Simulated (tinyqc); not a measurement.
Worked calculation: UHF in the sto-6g basis, for H2O, spin multiplicity 1. One step of it, computed by the program tinyqc.

Task: Iteration 12 (converged): orbitals. Diagonalise F' = X^T F X, C = X C', fill 5 alpha and 5 beta electrons from the bottom; D(s) = C_occ C_occ^T. Each column has its largest component positive (the first on a tie).

converged F(alpha) (hartree):
```
,1O 1s,1O 2s,1O 2px,1O 2py,1O 2pz,2H 1s,3H 1s
1O 1s,-20.519561,-4.962901,0.000000,0.000000,-0.022936,-0.724674,-0.724674
1O 2s,-4.962901,-2.287983,0.000000,0.000000,-0.048774,-0.695106,-0.695106
1O 2px,0.000000,0.000000,-0.386709,0.000000,0.000000,0.000000,0.000000
1O 2py,0.000000,0.000000,0.000000,-0.204854,0.000000,-0.350614,0.350614
1O 2pz,-0.022936,-0.048774,0.000000,0.000000,-0.247786,-0.277393,-0.277393
2H 1s,-0.724674,-0.695106,0.000000,-0.350614,-0.277393,-0.352463,-0.171096
3H 1s,-0.724674,-0.695106,0.000000,0.350614,-0.277393,-0.171096,-0.352463
```

converged F(beta) (hartree):
```
,1O 1s,1O 2s,1O 2px,1O 2py,1O 2pz,2H 1s,3H 1s
1O 1s,-20.519561,-4.962901,0.000000,0.000000,-0.022936,-0.724674,-0.724674
1O 2s,-4.962901,-2.287983,0.000000,0.000000,-0.048774,-0.695106,-0.695106
1O 2px,0.000000,0.000000,-0.386709,0.000000,0.000000,0.000000,0.000000
1O 2py,0.000000,0.000000,0.000000,-0.204854,0.000000,-0.350614,0.350614
1O 2pz,-0.022936,-0.048774,0.000000,0.000000,-0.247786,-0.277393,-0.277393
2H 1s,-0.724674,-0.695106,0.000000,-0.350614,-0.277393,-0.352463,-0.171096
3H 1s,-0.724674,-0.695106,0.000000,0.350614,-0.277393,-0.171096,-0.352463
```

X:
```
,1O 1s,1O 2s,1O 2px,1O 2py,1O 2pz,2H 1s,3H 1s
1O 1s,1.022127,-0.130338,0.000000,0.000000,-0.005159,0.016152,0.016152
1O 2s,-0.130338,1.126814,0.000000,0.000000,0.051127,-0.194940,-0.194940
1O 2px,0.000000,0.000000,1.000000,0.000000,0.000000,0.000000,0.000000
1O 2py,0.000000,0.000000,0.000000,1.063982,0.000000,-0.159585,0.159585
1O 2pz,-0.005159,0.051127,0.000000,0.000000,1.024671,-0.094408,-0.094408
2H 1s,0.016152,-0.194940,0.000000,-0.159585,-0.094408,1.099434,-0.042010
3H 1s,0.016152,-0.194940,0.000000,0.159585,-0.094408,-0.042010,1.099434
```

Give: F' = X^T F X; orbital energies; coefficients C; F' = X^T F X; orbital energies; coefficients C; D(alpha) after iteration 12; D(beta) after iteration 12.

Result:

F' = X^T F X (alpha) (hartree):
```
,1,2,3,4,5,6,7
1,-20.196,-2.498,0.000,0.000,-0.042,-0.086,-0.086
2,-2.498,-1.293,0.000,0.000,0.087,-0.358,-0.358
3,0.000,0.000,-0.387,0.000,0.000,0.000,0.000
4,0.000,0.000,0.000,-0.003,0.000,-0.376,0.376
5,-0.042,0.087,0.000,0.000,-0.159,-0.261,-0.261
6,-0.086,-0.358,0.000,-0.376,-0.261,-0.036,-0.045
7,-0.086,-0.358,0.000,0.376,-0.261,-0.045,-0.036
```

orbital energies (alpha) (hartree): MO1 -20.522, MO2 -1.188, MO3 -0.529, MO4 -0.411, MO5 -0.387, MO6 0.391, MO7 0.534

coefficients C (alpha):
```
,MO1,MO2,MO3,MO4,MO5,MO6,MO7
1O 1s,0.997,-0.231,0.000,0.077,0.000,-0.096,0.000
1O 2s,0.014,0.914,0.000,-0.423,0.000,0.593,0.000
1O 2px,0.000,0.000,0.000,0.000,1.000,0.000,0.000
1O 2py,0.000,0.000,0.598,0.000,0.000,0.000,0.909
1O 2pz,0.002,0.063,0.000,0.762,0.000,0.697,0.000
2H 1s,-0.002,0.131,0.454,0.345,0.000,-0.686,-0.686
3H 1s,-0.002,0.131,-0.454,0.345,0.000,-0.686,0.686
```

F' = X^T F X (beta) (hartree):
```
,1,2,3,4,5,6,7
1,-20.196,-2.498,0.000,0.000,-0.042,-0.086,-0.086
2,-2.498,-1.293,0.000,0.000,0.087,-0.358,-0.358
3,0.000,0.000,-0.387,0.000,0.000,0.000,0.000
4,0.000,0.000,0.000,-0.003,0.000,-0.376,0.376
5,-0.042,0.087,0.000,0.000,-0.159,-0.261,-0.261
6,-0.086,-0.358,0.000,-0.376,-0.261,-0.036,-0.045
7,-0.086,-0.358,0.000,0.376,-0.261,-0.045,-0.036
```

orbital energies (beta) (hartree): MO1 -20.522, MO2 -1.188, MO3 -0.529, MO4 -0.411, MO5 -0.387, MO6 0.391, MO7 0.534

coefficients C (beta):
```
,MO1,MO2,MO3,MO4,MO5,MO6,MO7
1O 1s,0.997,-0.231,0.000,0.077,0.000,-0.096,0.000
1O 2s,0.014,0.914,0.000,-0.423,0.000,0.593,0.000
1O 2px,0.000,0.000,0.000,0.000,1.000,0.000,0.000
1O 2py,0.000,0.000,0.598,0.000,0.000,0.000,0.909
1O 2pz,0.002,0.063,0.000,0.762,0.000,0.697,0.000
2H 1s,-0.002,0.131,0.454,0.345,0.000,-0.686,-0.686
3H 1s,-0.002,0.131,-0.454,0.345,0.000,-0.686,0.686
```

D(alpha) after iteration 12:
```
,1O 1s,1O 2s,1O 2px,1O 2py,1O 2pz,2H 1s,3H 1s
1O 1s,1.053,-0.230,0.000,0.000,0.046,-0.006,-0.006
1O 2s,-0.230,1.014,0.000,0.000,-0.265,-0.026,-0.026
1O 2px,0.000,0.000,1.000,0.000,0.000,0.000,0.000
1O 2py,0.000,0.000,0.000,0.357,0.000,0.271,-0.271
1O 2pz,0.046,-0.265,0.000,0.000,0.585,0.271,0.271
2H 1s,-0.006,-0.026,0.000,0.271,0.271,0.342,-0.070
3H 1s,-0.006,-0.026,0.000,-0.271,0.271,-0.070,0.342
```

D(beta) after iteration 12:
```
,1O 1s,1O 2s,1O 2px,1O 2py,1O 2pz,2H 1s,3H 1s
1O 1s,1.053,-0.230,0.000,0.000,0.046,-0.006,-0.006
1O 2s,-0.230,1.014,0.000,0.000,-0.265,-0.026,-0.026
1O 2px,0.000,0.000,1.000,0.000,0.000,0.000,0.000
1O 2py,0.000,0.000,0.000,0.357,0.000,0.271,-0.271
1O 2pz,0.046,-0.265,0.000,0.000,0.585,0.271,0.271
2H 1s,-0.006,-0.026,0.000,0.271,0.271,0.342,-0.070
3H 1s,-0.006,-0.026,0.000,-0.271,0.271,-0.070,0.342
```
